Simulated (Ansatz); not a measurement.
# CH₂B (quartet): wave-function methods side by side, def2-QZVPP

The task here is to estimate one member of a computed series from the others.

Computed with Ansatz 0.2.0, Gaussian basis. Level: def2-QZVPP, core rule «outside noble gas», up to 2 orbitals frozen.

The runs, in order: UHF; ROHF; CCSD(T) on UHF.

2 further runs of the same task are left out: 2 set aside as unsound or not needed.

### The geometry

The geometry is a PBE0/def2-TZVP stationary point (not a proven minimum) of the parent state, kept for this charge and spin.

4 atoms, charge 0, spin multiplicity 4.

Atoms are counted from 1 here; the program's logs count them from 0.

Bond lengths: B1–C2 1.382 Å, C2–H3 1.086 Å, C2–H4 1.086 Å. Angles: B1–C2–H3 121.6°, B1–C2–H4 121.6°, H3–C2–H4 116.9°.

The first run:

The input, in.yaml:

```yaml
crystal:
  periodic: [false, false, false]
  atoms:
    - {symbol: B, position_ang: [0.000000, 0.000000, 0.826501]}
    - {symbol: C, position_ang: [0.000000, 0.000000, -0.555344]}
    - {symbol: H, position_ang: [0.000000, -0.925158, -1.123694]}
    - {symbol: H, position_ang: [0.000000, 0.925158, -1.123694]}
basis:
  gaussian: {orbitals: "def2-QZVPP.json"}
magnetization: {spin_polarized: true, initial_magnetization: 3}
hamiltonian: {xc: hf}
output: {orbitals: {seedname: orbitals}}
```

Launch:

```
ansatz run in.yaml --threads 1 --pin off --events-out ev --progress --plain --max-ram 2393MiB
```

Among the steps run: UHF; ROHF; CCSD(T) on UHF.

One table of the session follows, with a row left open; its other results are not shown here.

```
  method  from UCCSD(T) (kJ/mol)
    ROHF                  +608.1
     UHF                  +601.3
    UMP2                       ?
   UCCSD                   +20.7
UCCSD(T)                       0
```

Estimate the missing values for UMP2.

As computed: from UCCSD(T) (kJ/mol): +78.5. In the column «from UCCSD(T) (kJ/mol)» it lies between UCCSD (+20.7) and UHF (+601.3).
